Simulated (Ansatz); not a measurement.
Consider the atomization: `COC(F)F` → 2 C• + 2 F• + 4 H• + O•.

Calculated with Ansatz (gas phase, PBE0-D4/def2-TZVP geometries, no zero-point term in ΔE). CCSD(T)/CBS is the MP2 limit (def2-TZVPP, def2-QZVPP) plus CCSD(T) − MP2 in def2-TZVPP, frozen cores. This one scheme is used for every species, atoms too. Functionals use def2-TZVPP. B3LYP here is the variant with VWN-RPA as its local correlation; programs differ in this. No spin–orbit coupling; open shells (•) take unrestricted orbitals. Spin–orbit coupling would lower the free atoms: a little for C, F, O. Each species was taken in one conformer, which may not be the lowest.

`COC(F)F`:

Z-matrix (Å, degrees):
```
C
O 1 1.417
H 1 1.093 2 111.2
H 1 1.096 2 110.9 3 122.1
H 1 1.088 2 106.4 3 -119.3
C 2 1.349 1 113.9 3 -66.8
F 6 1.336 2 107.6 1 -172.4
F 6 1.360 2 111.2 1 70.3
H 6 1.099 2 113.6 1 -50.8
```

```json
{"level": "PBE", "ΔE (kJ/mol)": "3593.2"}
{"level": "r2SCAN", "ΔE (kJ/mol)": "3501.3"}
{"level": "B3LYP", "ΔE (kJ/mol)": "3458.6"}
{"level": "CCSD(T)/def2-SVP", "ΔE (kJ/mol)": "3321.8"}
```

Q: What does CCSD(T)/CBS give? (Best estimate.)

A: Computed: +3489.7 kJ/mol. The listed levels differ from it by 103.5, 11.6, -31.1, -167.9 kJ/mol.

Largest T1 diagnostic among the species: 0.011.

In def2-TZVPP, CCSD(T) changes the Hartree–Fock value by +951.0 kJ/mol (the triples alone add +60.0 kJ/mol) and MP2 by +1049.5 kJ/mol; breaking electron pairs costs correlation energy, which Hartree–Fock lacks. At CCSD(T), def2-SVP lies −167.9 kJ/mol from the extrapolated value and def2-TZVPP −90.4 kJ/mol: correlation converges slowly with the basis, and small sets miss more of it in the bonded molecule than in its fragments. From PBE to PBE0 (25 % exact exchange), in def2-TZVPP and without D4, ΔE moves by −103.9 kJ/mol: exact exchange takes away binding that semilocal exchange gives to molecules.

For atomizations the MP2-based limit and the directly extrapolated one differ by several kJ/mol either way, and by 10 to 25 for some Ge, Se and Sn compounds, so smaller differences from it don't rank the levels.
